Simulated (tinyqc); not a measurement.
RKS/BP86 in the sto-3g basis, for H2F+, spin multiplicity 1, step by step. One step of it, computed by the program tinyqc.

Problem. Iteration 2: diagonalisation and new density. Diagonalise F' = X^T F X, C = X C', fill 5 alpha and 5 beta electrons from the bottom; D = 2 C_occ C_occ^T. Each column has its largest component positive (the first on a tie).

Kohn-Sham matrix F (hartree), order 1F 1s, 1F 2s, 1F 2px, 1F 2py, 1F 2pz, 2H 1s, 3H 1s:
```
[[-24.037567, -6.197405, 0.000000, 0.000000, -0.016733, -1.003746, -1.003746],
 [-6.197405, -2.738618, 0.000000, 0.000000, -0.181148, -0.854638, -0.854638],
 [0.000000, 0.000000, -0.382470, 0.000000, 0.000000, 0.000000, 0.000000],
 [0.000000, 0.000000, 0.000000, -0.481843, 0.000000, -0.311606, 0.311606],
 [-0.016733, -0.181148, 0.000000, 0.000000, -0.454027, -0.311178, -0.311178],
 [-1.003746, -0.854638, 0.000000, -0.311606, -0.311178, -0.768902, -0.336421],
 [-1.003746, -0.854638, 0.000000, 0.311606, -0.311178, -0.336421, -0.768902]]
```

X, order 1F 1s, 1F 2s, 1F 2px, 1F 2py, 1F 2pz, 2H 1s, 3H 1s:
```
[[1.023712, -0.136155, 0.000000, 0.000000, -0.006458, 0.017395, 0.017395],
 [-0.136155, 1.145390, 0.000000, 0.000000, 0.062698, -0.206594, -0.206594],
 [0.000000, 0.000000, 1.000000, 0.000000, 0.000000, 0.000000, 0.000000],
 [0.000000, 0.000000, 0.000000, 1.059611, 0.000000, -0.160141, 0.160141],
 [-0.006458, 0.062698, 0.000000, 0.000000, 1.031903, -0.105529, -0.105529],
 [0.017395, -0.206594, 0.000000, -0.160141, -0.105529, 1.120749, -0.091515],
 [0.017395, -0.206594, 0.000000, 0.160141, -0.105529, -0.091515, 1.120749]]
```

Give: F' = X^T F X; orbital energies; coefficients C; D after iteration 2.

Solution.

F' = X^T F X (hartree):
```
[[-23.5782, -3.2485, 0.0000, 0.0000, -0.0269, -0.1299, -0.1299],
 [-3.2485, -1.5152, 0.0000, 0.0000, -0.0751, -0.2971, -0.2971],
 [0.0000, 0.0000, -0.3825, 0.0000, 0.0000, 0.0000, 0.0000],
 [0.0000, 0.0000, 0.0000, -0.3517, 0.0000, -0.2505, 0.2505],
 [-0.0269, -0.0751, 0.0000, 0.0000, -0.3826, -0.1873, -0.1873],
 [-0.1299, -0.2971, 0.0000, -0.2505, -0.1873, -0.4920, -0.0737],
 [-0.1299, -0.2971, 0.0000, 0.2505, -0.1873, -0.0737, -0.4920]]
```

orbital energies (hartree): [-24.0491, -1.3046, -0.7409, -0.5367, -0.3825, -0.1513, -0.0291]

coefficients C, order 1F 1s, 1F 2s, 1F 2px, 1F 2py, 1F 2pz, 2H 1s, 3H 1s:
```
[[0.9939, -0.2283, 0.0000, -0.1427, 0.0000, -0.0823, 0.0000],
 [0.0260, 0.8231, 0.0000, 0.6895, 0.0000, 0.5158, 0.0000],
 [0.0000, 0.0000, 0.0000, 0.0000, 1.0000, 0.0000, 0.0000],
 [0.0000, 0.0000, 0.5459, 0.0000, 0.0000, 0.0000, 0.9360],
 [0.0028, 0.1933, 0.0000, -0.5944, 0.0000, 0.8369, 0.0000],
 [-0.0050, 0.1786, 0.5261, -0.4183, 0.0000, -0.6139, -0.6955],
 [-0.0050, 0.1786, -0.5261, -0.4183, 0.0000, -0.6139, 0.6955]]
```

D after iteration 2, order 1F 1s, 1F 2s, 1F 2px, 1F 2py, 1F 2pz, 2H 1s, 3H 1s:
```
[[2.1208, -0.5209, 0.0000, 0.0000, 0.0869, 0.0279, 0.0279],
 [-0.5209, 2.3073, 0.0000, 0.0000, -0.5014, -0.2831, -0.2831],
 [0.0000, 0.0000, 2.0000, 0.0000, 0.0000, 0.0000, 0.0000],
 [0.0000, 0.0000, 0.0000, 0.5959, 0.0000, 0.5743, -0.5743],
 [0.0869, -0.5014, 0.0000, 0.0000, 0.7815, 0.5663, 0.5663],
 [0.0279, -0.2831, 0.0000, 0.5743, 0.5663, 0.9673, -0.1397],
 [0.0279, -0.2831, 0.0000, -0.5743, 0.5663, -0.1397, 0.9673]]
```
